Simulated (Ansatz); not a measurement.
For bcc Mo, PBE in Ansatz (PAW) gives:

```
Item                                   Value
------------------------------  ------------
lattice constant a                   3.161 Å
bulk modulus B0                      259 GPa
cohesive energy                 6.31 eV/atom
elastic constant C11                 458 GPa
elastic constant C44                98.8 GPa
Voigt–Reuss–Hill shear modulus       116 GPa
```

Problem. What does r²SCAN (plane waves, PAW; Ansatz, a program for electronic structure) give for the same quantities?

Solution. 
- lattice constant a: 3.151 Å (falls by 0.3 %)
- bulk modulus: 271 GPa (increases by 4.6 %)
- cohesive energy: 5.63 eV/atom (falls by 0.68 eV/atom)
- elastic constant C11: 488 GPa (goes up by 6.6 %)
- elastic constant C44: 104 GPa (increases by 5.3 %)
- Voigt–Reuss–Hill shear modulus: 125 GPa (increases by 7.8 %)

For comparison: lattice constant a 3.141 Å (measured, static lattice: zero-point anharmonic expansion removed; as tabulated in Mejia-Rodriguez and Trickey (2018), arXiv:1807.09216); bulk modulus 265 GPa (measured, zero-point energy and finite temperature contributions removed, sources range from 265 to 278; as tabulated in doi:10.1021/acs.jctc.3c00612); cohesive energy 6.84 eV/atom (measured, finite-temperature (and zero-point) corrections as in the cited sets; as tabulated in Jana et al. (2018), arXiv:1807.00350); elastic constant C11 478 GPa (measured, 0 K, 300 K values taken to 0 K by the source's computed thermal shift; zero-point effects included; as tabulated in Gong and Corso (2024), arXiv:2406.16634); elastic constant C44 112 GPa (measured, 0 K, 300 K values taken to 0 K by the source's computed thermal shift; zero-point effects included; as tabulated in Gong and Corso (2024), arXiv:2406.16634).

Changes are worked out from the printed values.

Unless a cell is named, each level is at its own relaxed cell (PBE 15.79, r²SCAN 15.64 Å³/atom).

Caveats: shear constants of such metals converge slowly with the k mesh (PBE, r²SCAN). Ansatz's density-functional and Hartree–Fock values are scalar-relativistic unless marked +SOC, with PAW data made under PBE.
